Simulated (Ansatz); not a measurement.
## SiH2, quintet: the ladder up to full CI

Geometry: that of the SiH2, triplet, kept fixed. The singlet lies 8.5 eV lower here.

```yaml
atoms:
  - { symbol: Si, position_ang: [0.0000, -0.0507, 0.0000] }
  - { symbol: H, position_ang: [0.0000, 0.7069, -1.2784] }
  - { symbol: H, position_ang: [0.0000, 0.7069, 1.2784] }
```

Basis cc-pVDZ; Ansatz 0.2.0. Only valence electrons are correlated (noble-gas cores frozen), which leaves 6 electrons in 23 orbitals. Prefix R: restricted or restricted open-shell reference; prefix U: unrestricted. Active spaces: valence = (6e, 6o) chosen from the atoms' valence shells.

Full CI is exact within this basis and frozen core; it isn't the basis-set limit. The frozen core follows each run's orbitals, which can shift R against U totals by a few meV.

For open shells CISD and CISDTQ are restricted-active-space CI with the open shells as a complete middle space.

The UHF ⟨S²⟩ is 6.006 and the T1 diagnostic (RCCSD) is 0.0219. The largest doubles amplitude (RCCSD) is 0.107 and the T1 diagnostic (UCCSD) is 0.0205.

```
                            level  E − E(full CI) (kcal/mol)  share of correlation (%)  wall time
                              RHF                      58.17                      0.00          –
                              UHF                      55.95                      3.81          –
                             RMP2                      14.99                     74.22          –
                             UMP2                      15.46                     73.42          –
                             CISD                       2.01                     96.55     0.63 s
                            RCCSD                       2.10                     96.39          –
                            UCCSD                       2.08                     96.43          –
                         RCCSD(T)                       0.56                     99.04      0.6 s
                         UCCSD(T)                       0.56                     99.03      0.6 s
                          BCCD(T)                       0.60                     98.97     0.69 s
                           RCCSDT                       0.09                     99.84          –
                           UCCSDT                       0.09                     99.84          –
                           CISDTQ                       0.01                     99.98        3 s
                        RCCSDT(Q)                       0.02                     99.96      1.9 s
                        UCCSDT(Q)                       0.02                     99.96      1.8 s
                          RCCSDTQ                       0.01                     99.99      8.5 s
           CASSCF (valence space)                      45.52                     21.74          –
           NEVPT2 (valence space)                      11.80                     79.71      0.3 s
           MRCISD (valence space)                       2.00                     96.56          –
         MRCISD+Q (valence space)                      -0.27                    100.47      0.6 s
MRCISD+Q(relaxed) (valence space)                      -0.74                    101.27     0.66 s
```

The correlation energy at full CI, counted from RHF, is -2.522 eV. That run took 4.3 s on 1 thread of Arm Neoverse V2, shared host over 194,380 determinants.

Times hold each run's SCF and search for its determinant on a shared host, so for small cases they say little of a method's own cost; they ran on 1 thread of Arm Neoverse V2.

More than 5 meV below full CI, which no variational method can be: MRCISD+Q (valence space), MRCISD+Q(relaxed) (valence space).

The full-CI state has the irrep A2 of C2v, in the program's axes.

Natural occupations of full CI about the gap: 1.920 1.024 0.987 0.985 0.973 0.036 0.012 0.011 0.010 0.010; effectively unpaired electrons, Σ n²(2−n)², 4.03.
